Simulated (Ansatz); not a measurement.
```yaml
crystal:
  periodic: [false, false, false]
  atoms:
    - {symbol: Zr, position_ang: [-2.504950, -0.017102, -0.004130]}
    - {symbol: O, position_ang: [0.454148, 0.018614, 0.001754]}
    - {symbol: H, position_ang: [1.051404, 0.775346, -0.000866]}
    - {symbol: H, position_ang: [0.999398, -0.776859, 0.003242]}
basis:
  gaussian: {orbitals: def2-TZVP}
hamiltonian: {xc: pbe0}
relax: {f_tol: 0.004, max_steps: 80}
```

```sh
$ ansatz run in.yaml --threads 1 --pin off --events-out ev --progress --plain --max-ram 2176MiB
```

Steps of the relaxation (energy above the last step; positions in Å, forces in eV/Å):

```
4
step 1, 448.0 meV
Zr   -2.505   -0.017   -0.004    0.544    0.012    0.001
O     0.454    0.019    0.002   -0.318   -0.049   -0.001
H     1.051    0.775   -0.001   -0.119   -0.152    0.000
H     0.999   -0.777    0.003   -0.107    0.188   -0.001
```

```
4
step 2, 312.4 meV
Zr   -2.344   -0.006   -0.004    0.704    0.005    0.001
O     0.399    0.005    0.002   -0.496   -0.019   -0.001
H     0.979    0.773   -0.001   -0.104    0.000    0.000
H     0.966   -0.773    0.003   -0.103    0.013    0.000
```

```
4
step 3, 117.8 meV
Zr   -2.149   -0.003   -0.004    0.723    0.004    0.001
O     0.330    0.003    0.001   -0.445    0.003   -0.001
H     0.913    0.768   -0.001   -0.146    0.173   -0.001
H     0.906   -0.768    0.003   -0.132   -0.180    0.000
```

```
4
step 8, 0.0 meV
Zr   -1.960    0.000   -0.003    0.000    0.000    0.000
O     0.279    0.000    0.000    0.000    0.000    0.000
H     0.841    0.784   -0.001    0.000    0.000    0.000
H     0.841   -0.784    0.003    0.000    0.000    0.000
```

Close pairs at the end: O2–H3 0.965 Å, O2–H4 0.965 Å, Zr1–O2 2.239 Å.

A stationary point of restricted PBE0 after 8 steps (its stability towards spin polarisation wasn't tested); no frequencies were run, so it isn't proven a minimum. 60 s on 1 thread of Arm Neoverse V1, shared host.
